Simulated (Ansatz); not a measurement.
# BCN (triplet): geometry optimisation

Aim: relax a generated start of BCN (triplet) and see which bonds hold.

The runs use Ansatz 0.2.0, Gaussian basis; UKS PBE0/def2-TZVP.

## 1. Starting geometry

3 atoms, charge 0, spin multiplicity 3.

Atoms are counted from 1 here; the program's logs count them from 0.

Bond lengths: B1–N2 1.306 Å, N2–C3 1.222 Å. Angles: B1–N2–C3 180.0°.

The start was built by rule and, where that kept it together, relaxed with GFN2-xTB. Sticks and bond lists go by distance. 

## 2. Relaxation

File in.yaml:

```yaml
crystal:
  periodic: [false, false, false]
  atoms:
    - {symbol: B, position_ang: [0.000000, 0.000000, -1.278132]}
    - {symbol: N, position_ang: [0.000000, 0.000000, 0.027859]}
    - {symbol: C, position_ang: [0.000000, 0.000000, 1.250273]}
basis:
  gaussian: {orbitals: def2-TZVP}
magnetization: {spin_polarized: true, initial_magnetization: 2}
hamiltonian: {xc: pbe0}
relax: {f_tol: 0.004, max_steps: 80}
```

The run is started by

```sh
ansatz run in.yaml --threads 1 --pin off --events-out ev --progress --plain --max-ram 2176MiB
```

**Question.** What will these runs give? Wanted: energy gained; shift from the start; total energy; dipole moment; ⟨S²⟩.

As calculated:

| quantity | value |
| --- | --- |
| steps | 5 |
| energy gained | 0.032 eV |
| shift from the start (rms) | 0.014 Å |
| total energy | -3194.7181 eV |
| dipole moment | 2.55 D |
| ⟨S²⟩ | 2.020 |

**Reading.** The bonds of the start are those of the end. B1–N2 went from 1.306 to 1.341 Å. No vibrations were run, so this is a stationary point, not a proven minimum, and this spin need not be the ground state's.
